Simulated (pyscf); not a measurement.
Optimised with ωB97X-D3(BJ)/def2-SVP in PySCF.

### Question
For H₂B–AsH₂ + AsH₃ -> H₂B–AsH–AsH₂ + hydrogen (H₂), a four-centre exchange (singlet surface; As–H, As–H broken, As–As, H–H formed), PBE/def2-TZVP gives ΔE‡ = 0.75 eV and ΔE = -0.57 eV (zero: the separated reactants). In which direction and how far do B3LYP-D3(BJ)/def2-TZVP, M06-2X/def2-TZVP, ωB97M-D3(BJ)/def2-TZVP move these?

### Answer
B3LYP-D3(BJ): ΔE‡ = 1.05 eV, ΔE = -0.36 eV; M06-2X: ΔE‡ = 1.11 eV, ΔE = -0.55 eV; ωB97M-D3(BJ): ΔE‡ = 1.23 eV, ΔE = -0.34 eV. PBE's barrier lies under all of them, by 0.30 to 0.48 eV. Its reaction energy lies under all of them, by 0.02 to 0.23 eV. On the reactant side the descent ends in an adduct with a As–B contact, 0.94 eV under the separated species and 2.05 eV under the saddle at ωB97X-D3(BJ)/def2-TZVP. On the product side the descent ends in an adduct with a As–B contact (not fully relaxed), 0.03 eV under the separated species and 1.71 eV under the saddle at ωB97X-D3(BJ)/def2-TZVP. At ωB97X-D3(BJ) the barrier from the zero used here is 1.11 eV. H₂B–AsH–AsH₂ is closed by a dative As–B contact. This is the saddle that the search found; another between the same sides may lie lower. Elements up to Kr have no core potential and no relativistic terms here.
